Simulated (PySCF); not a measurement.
Geometry:
```json
{"atom": "Si1", "x (Å)": "-0.384", "y (Å)": "0.619", "z (Å)": "-1.117"}
{"atom": "O2", "x (Å)": "-0.291", "y (Å)": "0.494", "z (Å)": "0.539"}
{"atom": "C3", "x (Å)": "0.349", "y (Å)": "-0.557", "z (Å)": "1.204"}
{"atom": "H4", "x (Å)": "-0.099", "y (Å)": "-1.539", "z (Å)": "0.959"}
{"atom": "H5", "x (Å)": "0.250", "y (Å)": "-0.403", "z (Å)": "2.289"}
{"atom": "H6", "x (Å)": "1.428", "y (Å)": "-0.606", "z (Å)": "0.965"}
{"atom": "H7", "x (Å)": "0.982", "y (Å)": "0.705", "z (Å)": "-1.725"}
{"atom": "H8", "x (Å)": "-1.153", "y (Å)": "1.858", "z (Å)": "-1.408"}
{"atom": "H9", "x (Å)": "-1.082", "y (Å)": "-0.570", "z (Å)": "-1.704"}
```

- NMR shieldings at B3LYP/pcSseg-1/GIAO
- geometry from PBE0-D3(BJ)/def2-SVP
- program: PySCF 2.14.0 with density-fitted response routines
- averaged over atoms made equivalent by symmetry, fast rotation or ring inversion, no relativistic terms, single conformer, in vacuum

Chemical shifts δ = σref − σ; ¹³C (σ = 179.24 ppm), ¹H (σ = 31.38 ppm), ²⁹Si (σ = 337.86 ppm) vs TMS; ¹⁷O (σ = 334.04 ppm) against H2O, all at this level.

| atoms | nucleus | count | δ (ppm) |
| --- | --- | --- | --- |
| H7/H8/H9 | ¹H | 3 | 4.65 |
| O2 | ¹⁷O | 1 | -3.8 |
| C3 | ¹³C | 1 | ? |
| H4/H5/H6 | ¹H | 3 | 3.61 |
| Si1 | ²⁹Si | 1 | ? |

Problem. Fill in the missing shifts.

Solution. 
- C3: 55.4 ppm, carbon bonded to O, 3 H
- Si1: -35.3 ppm, silicon bonded to O, 3 H

Shifts are as computed. Against solution values, carbons near 30 ppm lie about +2 ppm off and those near 130 ppm about +6 ppm. Of 1211 compounds with measured shifts, 218 miss one by over three times the rms of a fit or turn the order of signals round; such compounds aren't used in these exercises. Experimental scales use liquid or dissolved standards, which lie at an offset from isolated H2O (liquid H2O: subtract about 36 ppm).
